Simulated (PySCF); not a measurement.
## How the method changes the constants of NaS⁻

State: ¹Σ⁺ (singlet), closed shell. Set-up: basis Na aug-pcseg-1, S aug-pcseg-1; no relativity; PySCF 2.14. De refers to Na + S⁻ in their high-spin ground configurations, without counterpoise correction. A positive dipole points towards S; it is taken about the centre of mass and depends on that origin.

```tsv
Level	Re (Å)	ωe (cm⁻¹)	De (eV)	μ (D)
RHF	2.429	370	n/a	-10.31
RHF-MP2	2.490	320	n/a	n/a
RHF-SCS-MP2	2.493	314	n/a	n/a
RHF-CCSD	2.476	323	n/a	n/a
RHF-CCSD(T)	2.506	301	n/a	n/a
LDA	2.404	351	2.02	-6.39
PBE	2.449	333	1.67	-6.19
r²SCAN	2.435	349	1.57	-6.84
PBE0	2.424	352	1.41	-7.52
BHandHLYP	2.410	363	1.14	-8.37
CAM-B3LYP	2.401	366	1.27	-8.32
B2PLYP	2.455	333	1.50	-8.42
```

**Question.** What does a quarter of exact exchange do here, going from PBE to PBE0?

**Answer.** PBE0 less PBE: -2.5 pm in Re, +5.7 % in ωe, -0.26 eV in De. Exact exchange removes part of the self-interaction that spreads semilocal densities, and in most molecules shortens and stiffens the bond and lowers De; so it does here.

**Question.** What does the step from GGA to meta-GGA do here, going from PBE to r²SCAN?

**Answer.** r²SCAN less PBE: -1.4 pm in Re, +4.8 % in ωe, -0.10 eV in De. 

**Question.** What does the gradient correction do here, going from LDA to PBE?

**Answer.** PBE less LDA: +4.5 pm in Re, -5.1 % in ωe, -0.35 eV in De. The gradient correction favours the more uneven density of free atoms, so it tends to lengthen bonds and takes away much of the overbinding of LDA; so it does here.

Correlated steps freeze 6 core orbitals. For an ion De counts to the pair picked by the measured ionisation energies or electron affinities, which need not be the lowest pair at this level. The highest Kohn–Sham level is positive in this anion. Much of that is self-interaction error, but it also means that the finite basis helps to hold the extra electron. B2PLYP dipoles, levels and charges come from its SCF part alone. The CCSD T1 diagnostic is raised, a sign that a single reference may not be enough here.
